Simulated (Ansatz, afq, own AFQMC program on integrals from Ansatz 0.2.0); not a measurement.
BH$_{4}$⁺, triplet: AFQMC among the cluster methods

```json
{"atom": "B", "x (Å)": "-0.0561", "y (Å)": "0.0563", "z (Å)": "0.1216"}
{"atom": "H", "x (Å)": "0.4164", "y (Å)": "0.5426", "z (Å)": "1.1789"}
{"atom": "H", "x (Å)": "-0.5419", "y (Å)": "-0.4146", "z (Å)": "1.1798"}
{"atom": "H", "x (Å)": "-0.5280", "y (Å)": "0.5277", "z (Å)": "-0.9427"}
{"atom": "H", "x (Å)": "1.2554", "y (Å)": "-1.2595", "z (Å)": "-2.7200"}
```

Basis 6-31G. Only valence electrons are correlated. Ansatz 0.2.0 and our own AFQMC program on the same integrals; the CISD trial comes from CCSD amplitudes, and released means the phaseless constraint is let go. Uncertainties: one standard error, sampling alone.

Determinant: UHF, the one that the program's search chose, which needn't be the lowest solution. The geometry is a point of a scan.

Full CI on the same integrals is exact in this basis and with this determinant's frozen core.

Cautions: lower spins were not checked.

```
T1 diagnostic                               : 0.0090
weight of the determinant in the CISD state : 0.958
⟨S²⟩ of the determinant                     : 2.008
size of the correlated space                : 6 electrons in 16 orbitals
```

Reference: full CI, correlation energy -1.724 eV. The released energy is read at 2.40 1/Eh (meV from the phaseless value at times in 1/Eh: -0.5 ± 0.6 at 0.24, -1.1 ± 0.4 at 0.51, -1.5 ± 0.5 at 0.99, -3.4 ± 0.8 at 1.62, -3.5 ± 0.4 at 2.40).

```tsv
level	E − E(reference) (kcal/mol)	share of correlation (%)
HF	39.75	0.00
MP2	11.63	70.74
CCSD	0.70	98.25
CCSD(T)	0.23	99.43
CCSDT	0.01	99.97
CCSDT(Q)	0.00	99.99
CCSDTQ	0.00	100.00
ph-AFQMC/CISD	0.07 ± 0.02	99.82
released AFQMC	-0.01 ± 0.009	100.02
```

CCSDT and higher add their correlation energy to the determinant of the CCSD(T) run, since their own runs factorise the integrals more tightly (a shift of under 2 meV). A walk keeps the symmetry of its determinant, which the program's search chose and which needn't be the lowest solution, so a lower state of the same spin and another symmetry isn't excluded. Released energies are given only where the last usable release times agree within the noise; a slower fall can still hide under it.
